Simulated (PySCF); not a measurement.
Gas-phase reaction: 2 SiH2(NH2)2 → 2 N2 + 3 H2 + Si2H6

Energies from PySCF, thermal terms from the rigid-rotor harmonic-oscillator model, ideal gas at 1 bar. † marks an energy on the PBE0/def2-TZVP geometry and frequencies. MP2 and CCSD(T) freeze the core. All species are closed-shell singlets. B3LYP is the form with VWN-RPA correlation. No R ln 2 is added for the mirror-image form of SiH2(NH2)2. SiH2(NH2)2: computed as isolated molecules; such fragments, hydroxides, amides, oligomers or adducts are transient or little studied in the gas. MP2 isn't extrapolated to the basis-set limit; its ΔH°(298 K) is 259.6 kJ in def2-SVP and 372.5 kJ in def2-TZVPP. CCSD(T) isn't extrapolated to the basis-set limit; its ΔH°(298 K) is 231.8 kJ in def2-SVP and 341.8 kJ in def2-TZVPP. The harmonic model lacks anharmonicity and excited electronic states, which grow with temperature; levels with a mode under 35 cm⁻¹ are left out. Internal rotation in SiH2(NH2)2, Si2H6 is treated as a harmonic vibration of one conformer, which makes the entropy rough.

| level | ΔE electronic, kJ | ΔH°(298 K), kJ | ΔS°(298 K), J/K | ΔG°(1000 K), kJ |
|---|---|---|---|---|
| B3LYP/def2-TZVP† | 449 | 347 | 469 | -133 |
| CCSD(T)/def2-TZVPP† | 444 | 342 | 469 | -139 |
| HF/def2-TZVP† | 398 | 296 | 469 | -184 |
| M06-2X/def2-TZVP† | 499 | 398 | 469 | -83 |
| MP2/def2-SVP† | 361 | 260 | 469 | -221 |
| MP2/def2-TZVPP† | 474 | 373 | 469 | -108 |
| PBE0/def2-QZVP† | 544 | 442 | 469 | -38 |
ΔH° is lowest at MP2/def2-SVP† and highest at PBE0/def2-QZVP†. No reference value is set beside these.
